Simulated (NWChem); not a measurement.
Species: hydrogen sulfide (H2S); SMILES S

Results from NWChem. Geometry: optimised at PBE-D3(BJ)/def2-SVP. Ions are spin-unrestricted doublets at the neutral geometry; other ion states weren't tried. Functional: LC-ωPBE (HJS hole) with def2-SVP; rows give the range parameter ω in 1/bohr.

```csv
range parameter (1/bohr),"vertical ionisation energy, ΔSCF (eV)",−ε(HOMO) (eV),ΔSCF minus −ε(HOMO) (eV)
0.05,10.25,6.61,3.64
0.25,10.33,9.10,1.23
0.30,10.34,9.52,0.82
0.50,10.38,10.56,-0.18
0.80,10.38,11.12,-0.74
```
